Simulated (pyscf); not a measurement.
Substitution at C: H₃C–Sn(OH)(OH)–OH (SMILES [CH3][Sn]([OH])([OH])[OH]) + H• (SMILES [H]) -> CH₄ (SMILES C) + HO–Sn•(OH)–OH (SMILES [OH][Sn]([OH])[OH])

Gas phase, doublet surface, charge 0. Bonds broken: C1–Sn2. Bonds formed: C1–H12. Single points on ωB97X-D3(BJ)/def2-SVP structures (PySCF, gas phase).

Transition state (Å):

```xyz
12

C      1.1895     0.8655    -0.1326
Sn    -0.9417     0.0750     0.2191
O     -0.9806    -1.8579     0.6724
O     -2.1148     0.2825    -1.3691
O     -1.8845     1.0000     1.7019
H      1.1542     1.6751     0.6019
H      1.7167    -0.0562     0.1296
H      1.0642     1.1135    -1.1905
H     -1.5416    -2.3450     0.0543
H     -2.9065     0.7904    -1.1475
H     -2.1585     0.3708     2.3823
H      2.6681     1.4129    -0.3788
```

One imaginary mode, 1425i cm⁻¹; descent along it reached the two sides named.

| bond | change | reactant side (Å) | saddle | product side |
|---|---|---|---|---|
| C1–Sn2 | breaks | 2.110 | 2.300 | 3.5 |
| C1–H12 | forms | 3.8 | 1.596 | 1.100 |

Electronic energies relative to the separated reactants (kJ/mol):

```csv
level,barrier,reaction energy,reverse barrier
ωB97X-D3(BJ)/def2-TZVP,71.8,-149.3,221.1
PBE/def2-TZVP,26.1,-184.7,210.7
r²SCAN/def2-TZVP,29.6,-181.0,210.6
B3LYP-D3(BJ)/def2-TZVP,35.2,-187.4,222.6
PBE0-D3(BJ)/def2-TZVP,47.2,-163.5,210.7
M06-2X/def2-TZVP,63.7,-165.7,229.4
ωB97M-D3(BJ)/def2-TZVP,64.2,-169.0,233.2
HF/def2-TZVP,122.3,-142.7,265.1
```

With ωB97M-D3(BJ)/def2-TZVP energies and thermal terms (ideal gas, 1 atm, RRHO with modes under 100 cm⁻¹ raised to 100, one conformer, R ln 2 for rigid chiral ones), in kJ/mol:

```json
[
 {"T (K)": "298", "ΔH‡": "66.0", "ΔG‡": "94.7", "ΔH": "-152.1", "ΔG": "-163.5"},
 {"T (K)": "600", "ΔH‡": "63.6", "ΔG‡": "124.9", "ΔH": "-159.0", "ΔG": "-172.5"},
 {"T (K)": "900", "ΔH‡": "61.8", "ΔG‡": "155.9", "ΔH": "-165.9", "ΔG": "-177.8"},
 {"T (K)": "1200", "ΔH‡": "60.3", "ΔG‡": "187.5", "ΔH": "-172.2", "ΔG": "-180.8"}
]
```

Abstraction by the radical was not located in this set and often lies lower. One saddle was located; it need not be the lowest between these sides. The angle at the attacked C is 180°. Elements past Kr carry the def2 core potentials, without spin-orbit coupling.
